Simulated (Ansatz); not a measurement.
## Sodium, bcc: convergence with the k-point mesh

Computed with Ansatz, LDA, scalar-relativistic PAW, on the relaxed cell (a = 4.057 Å; spin not included). Errors count from a run at 420 eV on a Γ-centred 18×18×18 mesh with Fermi-Dirac smearing of 0.1 eV, extrapolated to zero width. Fixed here: cutoff 420 eV, Fermi-Dirac width 0.1 eV. The SCF starts from atomic densities corrected by a trained network.

```tsv
k-mesh	E(σ→0) error (meV/atom)	P (GPa)	SCF iterations
2×2×2	1051.8	2.32	6
3×3×3	-155.2	-0.45	6
4×4×4	108.2	0.34	6
5×5×5	0.9	0.00	6
7×7×7	-1.8	-0.02	6
9×9×9	-5.1	-0.03	6
12×12×12	1.9	-0.01	6
16×16×16	-0.2	-0.02	6
```

Within 5 meV/atom of the last row: from 5×5×5 on.
